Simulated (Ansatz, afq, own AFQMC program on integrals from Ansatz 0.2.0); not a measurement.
**GeO⁺, doublet: AFQMC among the cluster methods**

```xyz
2

Ge    0.0000    0.0000    0.0000
O     0.0000    0.0000    1.8504
```

Basis cc-pVDZ. Noble-gas cores (and the filled d shells of Ga–Kr and In–Xe) are frozen. Ansatz 0.2.0 and our own AFQMC program on the same integrals; the CISD trial comes from CCSD amplitudes, and released means the phaseless constraint is let go. ± is one standard error of the sampling. No spin–orbit coupling.

Determinant: UHF, the one that the program's search chose, which needn't be the lowest solution. The geometry is a PBE0/def2-TZVP stationary point of this or a neighbouring charge and spin state.

No full CI on the walks' own integrals is used here; CCSDTQ serves as the reference and is uncertain by about the last step of the cluster series.

Cautions: no relativity below Rb; no spin-orbit coupling; inner d shell frozen.

- T1 diagnostic: 0.0316
- weight of the determinant in the CISD state: 0.888
- ⟨S²⟩ of the determinant: 0.765
- size of the correlated space: 9 electrons in 26 orbitals

```csv
level,correlation energy (eV)
MP2,-5.3751
CCSD,-6.0093
CCSD(T),-6.1997
```

**Question.** Estimate where phaseless AFQMC with a CISD trial lies against CCSD(T) on the same integrals.

**Answer.** 2.5 ± 0.5 kJ/mol below CCSD(T).

Reference: CCSDTQ, correlation energy -6.252 eV. The released energy is read at 2.40 1/Eh (meV from the phaseless value at times in 1/Eh: -8 ± 3 at 0.24, -16 ± 3 at 0.51, -22 ± 3 at 0.99, -25.9 ± 2.1 at 1.62, -18 ± 4 at 2.40).

```tsv
level	E − E(reference) (kJ/mol)	share of correlation (%)
CCSD(T)	5.1	99.16
CCSDT	1.8	99.70
CCSDT(Q)	-0.6	100.10
ph-AFQMC/CISD	2.6 ± 0.5	99.57
released AFQMC	0.8 ± 0.3	99.86
```

CCSDT and higher add their correlation energy to the determinant of the CCSD(T) run, since their own runs factorise the integrals more tightly (a shift of under 2 meV). A walk keeps the symmetry of its determinant, which the program's search chose and which needn't be the lowest solution, so a lower state of the same spin and another symmetry isn't excluded. Released energies are given only where the last usable release times agree within the noise; a slower fall can still hide under it.
